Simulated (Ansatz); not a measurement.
Basis-set extrapolation for `[c]1ccsc1` radical (PBE0-D4/def2-TZVP geometry, frozen core, the Gaussian-basis code of Ansatz). Multiplicity 2, UHF reference.

|  | def2-TZVPP | def2-QZVPP |
| --- | --- | --- |
| HF | -550.729816 | -550.747453 |
| MP2 correlation | -0.747018 | -0.800673 |
| CCSD(T) correlation | -0.837644 | not run |

Energies in hartree. Use E(X) = E(∞) + A·exp(−7.88·√X) for Hartree–Fock and E(X) = E(∞) + B·X^(−2.97) for correlation, with X = 3 and 4, and add CCSD(T) minus MP2 of the smaller set to the MP2 limit.

What is the CCSD(T) energy at the basis-set limit?

HF limit: -550.747453 + (-0.017637) × 0.13774 = -550.74988. MP2 limit: -0.800673 + (-0.053655) × 0.74074 = -0.84042. Higher-order term: -0.837644 − (-0.747018) = -0.09063. Total: -551.68093 hartree, 71.2 kcal/mol below CCSD(T)/def2-TZVPP.

The UHF reference is spin-contaminated (⟨S²⟩ = 1.09, T1 = 0.041).
